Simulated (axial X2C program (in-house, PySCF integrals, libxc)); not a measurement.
SiB⁻: properties at the nuclei

Computed with an axial X2C code built on PySCF integrals: two-component X2C with atomic mean-field Coulomb and Gaunt terms, Gaussian nuclei, basis Si dyall-av3z, B dyall-av3z with contracted cores.

R = 1.865 Å (near the PBE0 minimum at charge -1 of the determinant lowest at the starting distance; the state shown can have its own minimum elsewhere).

Determinant lowest in the PBE0 search, Ω = 2 (⟨Sz⟩ = 1.00, ⟨Lz⟩ = 1.00 at PBE0), spin on the atoms Si 0.34, B 0.66:

```csv
level,Eeff magnitude (GV/cm),Ws magnitude Si (kHz),Ws magnitude B (kHz),A∥/gI Si (MHz),qzz Si (a.u.),A∥/gI B (MHz),qzz B (a.u.)
PBE0,0.0333,0.00553,0.00102,47.7,-0.80,41.5,-0.17
HF,0.0373,0.0059,0.00142,77.2,-1.34,61.8,-0.20
r2SCAN,0.0387,0.00647,0.00103,60.3,-0.83,49.3,-0.18
BHandHLYP,0.0359,0.00593,0.00111,48.1,-0.85,45.4,-0.20
TPSSh,0.0298,0.00486,0.00102,55.7,-0.77,44.3,-0.17
```

Eeff is the effective electric field on the electron electric dipole moment in this Ω state and Ws the scalar–pseudoscalar constant of the nucleus named (defined with the proton number Z and per Ω); A∥ (defined per Ω) follows by multiplying with gI = μI/(I μN); qzz is the electric field gradient, eQq0 = 234.96 MHz × Q/barn × qzz. The operators were transformed with the bare-nucleus X2C matrices; with these basis sets, hyperfine constants and field gradients can be off by tens of per cent, and where levels differ in sign neither size nor sign is settled.

(1) With gI(29Si) = -1.1106, gI(11B) = 1.7924, Q(11B) = 0.04059 barn (g factors from the IAEA table of nuclear moments by Stone; Q from Pyykkö, Mol. Phys. 2018), turn the PBE0 values of the first state into constants in MHz.

Each state is one determinant with collinear spin, which with several unpaired electrons need not be a pure state. Unrestricted Hartree–Fock can overshoot spin polarisation at the nuclei. For an anion, determinants above electron detachment, or with a positive highest level, are held by the basis set. With several open shells hyperfine constants can be off by a factor of several. Open-shell Ω = 0 determinants with evenly filled partner blocks cannot be reached by this program, so the Ω shown need not be the lowest component. States lie within half an eV, so the first need not be the ground state. Further determinants of the search, some of them spin-mixed, are not shown.

Answers

(1) A∥(29Si) = 47.7 × -1.1106 = -53 MHz; A∥(11B) = 41.5 × 1.7924 = 74.4 MHz; eQq0(11B) = 234.96 × (0.04059) × (-0.17) = -1.62 MHz.
